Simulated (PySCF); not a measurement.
# SOF₄: one geometry, several methods

Aim: at the PBE0 minimum of singlet SOF₄, found before, compare methods on energies and levels.

Computed with PySCF 2.14.0. Level: several methods, basis S def2-TZVP, O def2-TZVP, F def2-TZVP, no relativity, density fitting.

**1. The starting structure**

6 atoms, charge 0, spin multiplicity 1.

Bond lengths: S1–O2 1.409 Å, S1–F3 1.599 Å, S1–F4 1.599 Å, S1–F5 1.546 Å, S1–F6 1.546 Å. Angles: O2–S1–F3 97.7°, O2–S1–F4 97.7°, O2–S1–F5 123.6°, O2–S1–F6 123.6°, F3–S1–F4 164.5°, F3–S1–F5 85.7°, F3–S1–F6 85.7°, F4–S1–F5 85.7°, F4–S1–F6 85.7°, F5–S1–F6 112.7°.

```xyz
6
charge 0 multiplicity 1
S    -0.0733   -0.1269    0.0000
O    -0.7779   -1.3473    0.0000
F     0.0342    0.0593    1.5842
F     0.0342    0.0593   -1.5842
F     1.4696   -0.0290    0.0000
F    -0.7598    1.2583    0.0000
```

**2. PBE0**

One driver script runs all steps and calls PySCF; scf.py shows the equivalent input of each level. Each SCF starts from the density of the minimum. The driver also runs the species with one electron less or more at the same geometry (cation multiplicity 2, anion multiplicity 2); their logs are not shown.

scf.py reads:

```python
from pyscf import gto, scf, dft
mol = gto.M(atom='''
S     -0.073265    -0.126890     0.000000
O     -0.777918    -1.347304     0.000000
F      0.034222     0.059270     1.584177
F      0.034222     0.059270    -1.584177
F      1.469609    -0.028957     0.000000
F     -0.759810     1.258284    -0.000000''',
    basis={'S': 'def2-TZVP', 'O': 'def2-TZVP', 'F': 'def2-TZVP'},
    charge=0, spin=0)
mf = dft.RKS(mol, xc='PBE0')
mf.grids.atom_grid = (99, 590)
aux = {'S': 'def2-universal-JKFIT', 'O': 'def2-universal-JKFIT', 'F': 'def2-universal-JKFIT'}
mf = mf.density_fit(auxbasis=aux)
mf.kernel()
```

**3. HF**

scf.py, as its differences from that of step 2:

```diff
@@ -11,2 +11 @@
-mf = dft.RKS(mol, xc='PBE0')
-mf.grids.atom_grid = (99, 590)
+mf = scf.RHF(mol)
```

**4. MP2**

scf.py, as its differences from that of step 3:

```diff
@@ -14,0 +15,2 @@
+from pyscf.mp import dfmp2
+dfmp2.DFMP2(mf, frozen=10).kernel()  # the driver gives MP2 a fitting basis of its own (RI)
```

**5. PBE**

scf.py, as its differences from that of step 4:

```diff
@@ -11 +11,2 @@
-mf = scf.RHF(mol)
+mf = dft.RKS(mol, xc='PBE')
+mf.grids.atom_grid = (99, 590)
@@ -15,2 +15,0 @@
-from pyscf.mp import dfmp2
-dfmp2.DFMP2(mf, frozen=10).kernel()  # the driver gives MP2 a fitting basis of its own (RI)
```

**6. r2SCAN**

scf.py, as its differences from that of step 5:

```diff
@@ -11 +11 @@
-mf = dft.RKS(mol, xc='PBE')
+mf = dft.RKS(mol, xc='R2SCAN')
```

**7. B3LYP**

scf.py, as its differences from that of step 6:

```diff
@@ -11 +11 @@
-mf = dft.RKS(mol, xc='R2SCAN')
+mf = dft.RKS(mol, xc='B3LYP')
```

**8. TPSSh**

scf.py, as its differences from that of step 7:

```diff
@@ -11 +11 @@
-mf = dft.RKS(mol, xc='B3LYP')
+mf = dft.RKS(mol, xc='TPSSH')
```

(Steps that only read results are left out.)

Q: Predict the outcome of this session. Wanted: atomisation energy, range; vertical ionisation energy, range; vertical electron affinity; gap, range.

As calculated:

| quantity | value |
| --- | --- |
| atomisation energy, range | 800 (HF) to 1900 (PBE) kJ/mol |
| vertical ionisation energy, range | 12.20 (HF) to 13.74 (MP2) eV |
| vertical electron affinity | negative in this basis |
| gap, range | 6.10 (PBE) to 19.37 (HF) eV |

The atomisation energy spreads over 1100 kJ/mol, from HF to PBE; without a CCSD(T) value for it there is no yardstick here. A negative electron affinity reflects the basis more than the molecule, so no ranking is made on it; without diffuse functions even a bound anion can come out this way.
